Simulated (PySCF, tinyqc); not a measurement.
Orbital energy against energy difference: ionisation energy by orbital energies and by energy differences in the 6-31g basis, for CH2, spin multiplicity 1. Computed by the program tinyqc with PySCF. The cation is unrestricted; errors are against CCSD(T) in this basis, not against experiment.

Geometry (angstrom):

| atom | x | y | z |
|---|---|---|---|
| C | 0.0000 | 0.0000 | 0.0000 |
| H | 0.0000 | 0.8880 | 0.5030 |
| H | 0.0000 | -0.8880 | 0.5030 |

CCSD(T) difference in the same basis = 8.8662 eV

IP-EOM-CCSD = 8.8270 eV

First vertical ionisation energy (eV):

| method | -e(HOMO) | E(cation) - E | error of -e(HOMO) | error of the difference |
|---|---|---|---|---|
| HF | 9.5013 | 8.145684 | 0.6351 | -0.7205 |
| LDA | 4.7202 | 6.700114 | -4.1459 | -2.1661 |
| PBE | 4.3746 | 6.649438 | -4.4916 | -2.2167 |
| B3LYP | 5.4232 | 9.427014 | -3.4429 | 0.5608 |
| PBE0 | 5.6910 | 9.278135 | -3.1752 | 0.4120 |
| CAM-B3LYP | 7.1751 | 9.415835 | -1.6910 | 0.5497 |
| LC-wPBE | 8.7105 | 9.382657 | -0.1557 | 0.5165 |

What does the comparison show, and why?

Koopmans errs by +0.64 eV and Delta-HF by -0.72 eV: relaxation, 1.36 eV, lowers the value and the missing correlation difference works against it. The PBE level is off by -4.5 eV through the wrong tail of its potential, though its energy difference is off by -2.22 eV; exact exchange deepens the level, and among the orbital energies LC-wPBE comes closest; among the differences PBE0 does. The restricted reference is unstable here: a spin-polarised solution lies 0.0324 hartree lower (PySCF), so results built on it describe a poor reference.
